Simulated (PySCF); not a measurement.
**Two structures, one formula**

Two relaxed structures of CH₂BN, singlet (PBE0-D4/def2-TZVP; forces vanish, vibrations not checked).

A:

```
5
angstrom
B -0.7656 1.0734 -0.3845
C -0.5250 -0.3298 -0.1725
N 0.4440 0.4921 0.1127
H -0.5738 -1.4119 -0.0954
H -1.2994 2.0850 -0.6703
```

B:

B1  (-0.572, -0.434, -0.158)
C2  (-0.470, 1.107, -0.221)
N3  (0.539, 0.312, 0.156)
H4  (-0.989, -1.535, -0.224)
H5  (1.495, 0.486, 0.455)
(Å)

PySCF 2.14 with density fitting (its default auxiliary sets; JK sets also for MP2 and CCSD(T)); basis: def2-TZVPP; cores frozen in the correlated methods. B3LYP uses VWN-RPA correlation.

**Question.** Which structure is lower at CCSD(T), and by how much? (Judge from chemistry; the value comes from the calculation.)

**Answer.** The calculation gives: A, by 135.8 kJ/mol (electronic energy, against the other). By their contacts, A is CH₂BN ([BH]1[CH][N]1) and B is CH₂BN ([BH]1[C][NH]1).

All methods give the same order:

```csv
method,E(B) − E(A) (kJ/mol)
PBE-D4,138.2
r2SCAN-D4,140.2
PBE0-D4,138.4
B3LYP-D4,137.1
wB97M-V,133.7
HF,132.4
MP2,147.4
CCSD,134.3
CCSD(T),135.8
```

No T1 diagnostic of these runs exceeds 0.014.

Labels in which every atom is bracketed show which atoms are joined, not bond orders.

For scale, one of the runs: CCSD(T)/def2-TZVPP, 121 basis functions, launched by `OMP_NUM_THREADS=2 python run.py`. Hardware: 2 CPU threads of an Arm Neoverse V1, shared host. Wall time about 54 s.
